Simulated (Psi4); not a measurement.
# C2H2FO− (SMILES [O-]/C=C/F) at 6 levels

Aim: a comparison of 6 runs (HF/STO-3G, B3LYP/6-31G*, PBE0/def2-SVP, B3LYP/6-31+G*, MP2/cc-pVTZ) of C2H2FO−. 

The results are computed with Psi4 1.11.

### 1 The structure to begin with

C2H2FO− has 6 atoms, charge -1, and is taken as a singlet. As SMILES, `[O-]/C=C/F`. Geometry: relaxed at GFN2-xTB.

Bond lengths: O1–C2 1.263 Å, C2–C3 1.348 Å, C3–F4 1.411 Å, C2–H5 1.124 Å, C3–H6 1.078 Å. Angles: O1–C2–C3 127.9°, C2–C3–F4 120.6°, O1–C2–H5 118.4°, C3–C2–H5 113.7°, C2–C3–H6 128.2°, F4–C3–H6 111.2°.

### 2 The energy at HF/STO-3G (run 1)

File c2h2fo.inp:

```
memory 1600 mb

molecule {
  -1 1
  O      3.05109511     1.53844494    -0.37601770
  C      0.98583232     0.41713814    -0.78860161
  C     -0.77635618    -0.29324770     0.90929842
  F     -2.99544267    -1.54175196     0.11799450
  H      0.48845641    -0.08105035    -2.79286403
  H     -0.75356609    -0.03955197     2.93020933
  units bohr
  symmetry c1
}

set {
  puream        true
  e_convergence 1e-09
  d_convergence 1e-08
  scf_type      pk
}

energy("scf/STO-3G")
```

Run with:

```console
$ psi4 c2h2fo.inp c2h2fo.out -n 1
```

c2h2fo.out:

```text
[...]
  Running in c1 symmetry.
[...]
  Nuclear repulsion =  104.530042433635487
[...]
  Multiplicity = 1
[...]
  Nalpha       = 16
  Nbeta        = 16
[...]
    Number of basis functions: 22
[...]
   @RHF iter   1:  -247.45348610103110   -2.06782e+00   1.91529e-02 ADIIS/DIIS
[...]
   @RHF iter  12:  -247.60339161017259    0.00000e+00   3.36335e-09 DIIS
[...]
    Orbital Energies [Eh]
    ---------------------
    Doubly Occupied:
       1A    -25.606020     2A    -19.777347     3A    -10.777378
       4A    -10.671798     5A     -1.190658     6A     -0.931670
       7A     -0.618828     8A     -0.433297     9A     -0.294603
      10A     -0.262781    11A     -0.240123    12A     -0.163506
      13A     -0.143255    14A     -0.128577    15A      0.027105
      16A      0.116532
[...]
  @RHF Final Energy:  -247.60339161017259
   => Energetics <=
    Nuclear Repulsion Energy =            104.5300424336354865
    One-Electron Energy =                -562.0744633650142532
    Two-Electron Energy =                 209.9410293212062015
    Total Energy =                       -247.6033916101725936
[...]
 Multipole Moments:
 ------------------------------------------------------------------------------------
     Multipole            Electronic (a.u.)      Nuclear  (a.u.)        Total (a.u.)
 ------------------------------------------------------------------------------------
 L = 1.  Multiply by 2.5417464519 to convert [e a0] to [Debye]
 Dipole X            :         -2.3002893            1.4191659           -0.8811234
 Dipole Y            :         -1.2064279            0.7406795           -0.4657483
 Dipole Z            :         -0.0923729            0.0260299           -0.0663430
 Magnitude           :                                                    0.9988500
[...]
```

Wall time 1.4 s (1 thread of AMD EPYC 9R45 (Zen 5), shared host); peak memory 0.18 GiB.

### 3 Energy and forces at B3LYP/6-31G(d) (spherical functions) (run 2)

File job.dat:

```
memory 1600 MB

molecule m {
  -1 1
  O
  C 1 1.262602
  C 2 1.348397 1 127.90892
  F 3 1.410957 2 120.55452 1 -179.95908
  H 2 1.12413 1 118.42636 3 179.97849
  H 3 1.077881 2 128.21745 5 179.98865
  symmetry c1
}

set basis 6-31G*
set puream true
set e_convergence 1e-09
set d_convergence 1e-08
set scf_type pk
set dft_radial_points 99
set dft_spherical_points 590

E, wfn = gradient("b3lyp", return_wfn=True)
oeprop(wfn, "MAYER_INDICES", "LOWDIN_CHARGES", "MULLIKEN_CHARGES")
```

Run with:

```console
$ psi4 job.dat job.out -n 1
```

job.out:

```text
[...]
  Running in c1 symmetry.
[...]
  Nuclear repulsion =  104.530043627125238
[...]
  Multiplicity = 1
[...]
  Nalpha       = 16
  Nbeta        = 16
[...]
    Number of basis functions: 60
[...]
   @RKS iter   1:  -252.14897720583886   -3.05396e-01   1.28014e-02 DIIS/ADIIS
[...]
   @RKS iter  12:  -252.43190406411296   -8.81073e-13   4.31399e-09 DIIS
[...]
    Orbital Energies [Eh]
    ---------------------
    Doubly Occupied:
       1A    -24.447485     2A    -18.827534     3A     -9.983204
       4A     -9.974466     5A     -0.948803     6A     -0.724668
       7A     -0.475800     8A     -0.334414     9A     -0.261651
      10A     -0.216618    11A     -0.198690    12A     -0.146763
      13A     -0.133363    14A     -0.100597    15A      0.021069
      16A      0.062312
[...]
  @RKS Final Energy:  -252.43190406411296
   => Energetics <=
    Nuclear Repulsion Energy =            104.5300436271252380
    One-Electron Energy =                -562.5644945127291976
    Two-Electron Energy =                 230.6407824181756041
    DFT Exchange-Correlation Energy =     -25.0382355966845900
    Empirical Dispersion Energy =           0.0000000000000000
    VV10 Nonlocal Energy =                  0.0000000000000000
    Total Energy =                       -252.4319040641129561
[...]
 Multipole Moments:
 ------------------------------------------------------------------------------------
     Multipole            Electronic (a.u.)      Nuclear  (a.u.)        Total (a.u.)
 ------------------------------------------------------------------------------------
 L = 1.  Multiply by 2.5417464519 to convert [e a0] to [Debye]
 Dipole X            :         -0.0014330            0.0009777           -0.0004553
 Dipole Y            :         -0.6007056            0.2525038           -0.3482018
 Dipole Z            :          2.7135390           -1.5809992            1.1325398
 Magnitude           :                                                    1.1848591
[...]
  -Total Gradient:
     Atom            X                  Y                   Z
    ------   -----------------  -----------------  -----------------
       1       -0.000005252014    -0.002176660701     0.018695757421
       2       -0.000016232881    -0.010350336960     0.008438424873
       3        0.000014659862     0.010138557418    -0.020760073732
       4       -0.000013994400    -0.000817065847    -0.003778205603
       5        0.000014480171    -0.001680625725    -0.006354799702
       6        0.000006264441     0.004896963016     0.003766733020
[...]
```

It took 8.7 s on 1 thread of AMD EPYC 9R45 (Zen 5), shared host; peak memory 0.76 GiB.

Runs 3 to 5 aren't shown in full; the table further down has their settings and results.

### 4 A single-point energy at MP2/cc-pVTZ (run 6)

File input.dat:

```
memory 1600 MB

molecule {
  -1 1
  O      1.614570     0.814110    -0.198980
  C      0.521680     0.220740    -0.417310
  C     -0.410830    -0.155180     0.481180
  F     -1.585120    -0.815860     0.062440
  H      0.258480    -0.042890    -1.477920
  H     -0.398770    -0.020930     1.550600
  units angstrom
  symmetry c1
}

set basis cc-pVTZ
set puream true
set e_convergence 1e-09
set d_convergence 1e-08
set scf_type pk
set num_frozen_docc 4
set mp2_type conv

E, wfn = energy("mp2", return_wfn=True)
```

Run with:

```console
$ psi4 input.dat output.dat -n 1
```

output.dat:

```text
[...]
  Running in c1 symmetry.
[...]
  Nuclear repulsion =  104.530042424649736
[...]
  Multiplicity = 1
[...]
  Nalpha       = 16
  Nbeta        = 16
[...]
    Number of basis functions: 148
[...]
   @RHF iter   1:  -251.09789624737505   -9.09534e-01   3.79390e-03 DIIS/ADIIS
[...]
   @RHF iter  12:  -251.24218531632658   -8.60325e-11   9.92713e-09 DIIS
[...]
    Orbital Energies [Eh]
    ---------------------
    Doubly Occupied:
       1A    -26.071370     2A    -20.251802     3A    -11.068406
       4A    -11.044915     5A     -1.372961     6A     -1.085109
       7A     -0.766617     8A     -0.570394     9A     -0.478091
      10A     -0.457036    11A     -0.448700    12A     -0.352172
      13A     -0.347825    14A     -0.287752    15A     -0.167723
      16A     -0.078859
[...]
  @RHF Final Energy:  -251.24218531632658
   => Energetics <=
    Nuclear Repulsion Energy =            104.5300424246497357
    One-Electron Energy =                -561.8449898573524024
    Two-Electron Energy =                 206.0727621163760546
    Total Energy =                       -251.2421853163265837
[...]
 Multipole Moments:
 ------------------------------------------------------------------------------------
     Multipole            Electronic (a.u.)      Nuclear  (a.u.)        Total (a.u.)
 ------------------------------------------------------------------------------------
 L = 1.  Multiply by 2.5417464519 to convert [e a0] to [Debye]
 Dipole X            :         -2.5404181            1.4191659           -1.1212522
 Dipole Y            :         -1.3162431            0.7406795           -0.5755636
 Dipole Z            :          0.0308022            0.0260299            0.0568321
 Magnitude           :                                                    1.2616298
[...]
	SCS-MP2 Total Energy (a.u.)        :  -252.04156829562999
	SOS-MP2 Total Energy (a.u.)        :  -251.97167719216299
	SCSN-MP2 Total Energy (a.u.)       :  -251.61121034263238
[...]
	SOS-PI-MP2 Total Energy (a.u.)     :  -252.09325917146904
[...]
	MP2 Total Energy (a.u.)            :  -252.05976852325796
[...]
```

Wall time 18 s (1 thread of AMD EPYC 9R45 (Zen 5), shared host); peak memory 1.1 GiB.

### 5 Overview of the runs

| run | level | task | integration grid | energy (Eh) | HOMO energy (eV) | LUMO energy (eV) | HOMO–LUMO gap (eV) | wall time |
| --- | --- | --- | --- | --- | --- | --- | --- | --- |
| 1 | HF/STO-3G | energy | – | -247.603392 | 3.17 | 18.02 | 14.85 | 1.4 s |
| 2 | B3LYP/6-31G* (spherical functions) | gradient | 99 radial × 590 angular | -252.431904 | 1.70 | 8.48 | 6.79 | 8.7 s |
| 3 | B3LYP/6-31G* (Cartesian functions) | gradient | 99 radial × 590 angular | -252.436423 | 1.68 | 8.47 | 6.79 | 9.3 s |
| 4 | PBE0/def2-SVP | energy | 99 radial × 590 angular | -251.989359 | 1.11 | 8.07 | 6.96 | 8.4 s |
| 5 | B3LYP/6-31+G* (spherical functions) | gradient | 99 radial × 590 angular | -252.481844 | 0.53 | 4.47 | 3.94 | 11 s |
| 6 | MP2/cc-pVTZ | energy | – | -252.059769 | -2.15 | 9.42 | 11.56 | 18 s |

### 6 Summary of results

| quantity | value |
| --- | --- |
| run 6: total energy | -252.05977 Eh |
| run 6: HOMO energy (Hartree–Fock orbitals) | -2.15 eV |
| run 6: LUMO energy (Hartree–Fock orbitals) | 9.42 eV |
| run 6: HOMO–LUMO gap (to an unbound level, set by the basis) | 11.56 eV |
| run 6: correlation energy (4 core orbitals frozen) | -817.6 mEh |

Over runs 1, 2, 3, 4, 5 the HOMO–LUMO gap runs from 3.94 eV (B3LYP/6-31+G*) to 14.85 eV (HF/STO-3G). The two ends differ in method and basis. The empty levels of an anion lie above zero and hang on the basis. Totals of different functionals can't be ranked against each other. In runs 1, 2, 3, 4, 5 the HOMO lies above zero, so the outermost electron may be held by the basis alone. In run 1 the basis is minimal, so the values are rough. All runs together took 57 s, the longest 18 s.
